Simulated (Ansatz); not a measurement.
Species: dimethylamine, C$_{2}$H$_{7}$N, net charge 0, singlet state. SMILES: N(C)C
Geometry: optimised at B3LYP-D3(BJ)/def2-TZVP (Ansatz, a quantum-chemistry and plane-wave program).

B3LYP/6-311+G** beside other levels, property by property. Terms: spin-orbit terms left out; atomisation electronic, to ground-state atoms; 6-311+G** with 5d; non-relativistic; six Cartesian d functions in 6-31G* and its kin unless marked 5d; frozen cores in correlated levels; dispersion terms only where a functional's name holds one; LANL2DZ all-electron up to Ne; open shells spin-unrestricted. CBS(X,Y): correlation extrapolated as X^-3; Hartree-Fock from the larger set. [CCSD(T)-MP2]/basis is that difference in the basis named. Ab initio and DFT rows: single points at B3LYP-D3(BJ) geometries (Ansatz), with unscaled harmonic terms from B3LYP/6-31G* at its own minima, enthalpies of formation by atomisation with measured atoms.

Measured values: Active Thermochemical Tables 1.112 (ions: stationary electron), as tabulated in the package chemicals; NIST CCCBDB, as tabulated in the package chemicals; they hold spin-orbit and core effects, anharmonicity. Coupled cluster (Ansatz) is a level with limits of its own, used here on species with T1 under 0.025 (0.045 for open shells) and stable references: (a) RI-MP2/CBS(aug-cc-pVTZ,aug-cc-pVQZ)+[CCSD(T)-MP2]/aug-cc-pVTZ; (b) RI-MP2/CBS(cc-pVTZ,cc-pVQZ)+[CCSD(T)-MP2]/cc-pVTZ.

```tsv
property	B3LYP/6-311+G** (Ansatz)	PBE/6-31G* (Ansatz)	B3LYP/STO-3G (Ansatz)	B3LYP/LANL2DZ (Ansatz)	to compare with
proton affinity at N (heteroatom site), enthalpy at 298 K, to C[NH2+]C (kcal/mol)	221.6	223.4	263.5	228.2	222.6 coupled cluster (b)
enthalpy of formation at 298 K (kcal/mol)	1.5	-16.6	-147.8	22.8	-3.8 measured
size of the dipole moment (D)	1.06	0.96	1.14	1.37	1.03 measured
atomisation energy (kcal/mol)	865.4	883.6	1014.8	844.2	870.1 coupled cluster (a)
C-H bond dissociation enthalpy at 298 K, to [CH2]NC + H atom (kcal/mol)	88.7	89.7	119.1	87.9	93.2 coupled cluster (b)
H-N bond dissociation enthalpy at 298 K, to C[N]C + H atom (kcal/mol)	90.0	87.3	104.9	90.9	94.8 coupled cluster (b)
C-N bond dissociation enthalpy at 298 K, to [CH3] (CH3) + C[NH] (CH4N) (kcal/mol)	73.9	82.5	92.2	73.2	81.4 coupled cluster (a)
```

As the rows show:
- proton affinity at N (heteroatom site), enthalpy at 298 K, to C[NH2+]C: B3LYP/6-311+G** lies 1.0 kcal/mol below coupled cluster.
- enthalpy of formation at 298 K: B3LYP/6-311+G** lies 5.3 kcal/mol above the measured value.
- size of the dipole moment: B3LYP/6-311+G** lies 0.03 D above the measured value.
- atomisation energy: B3LYP/6-311+G** lies 4.7 kcal/mol below coupled cluster.
- C-H bond dissociation enthalpy at 298 K, to [CH2]NC + H atom: B3LYP/6-311+G** lies 4.5 kcal/mol below coupled cluster.
- H-N bond dissociation enthalpy at 298 K, to C[N]C + H atom: B3LYP/6-311+G** lies 4.8 kcal/mol below coupled cluster.
- C-N bond dissociation enthalpy at 298 K, to [CH3] (CH3) + C[NH] (CH4N): B3LYP/6-311+G** lies 7.5 kcal/mol below coupled cluster.

The properties are those with a value to compare with, at most eight drawn at random. No case is left out for the size of its miss. Left out are saddle points of the reference geometry, anions that the best level run finds unbound, excited spin states, species near biochemistry, cases with under five habitual levels, runs that failed or whose electronic state is in doubt, and table entries that another table contradicts.
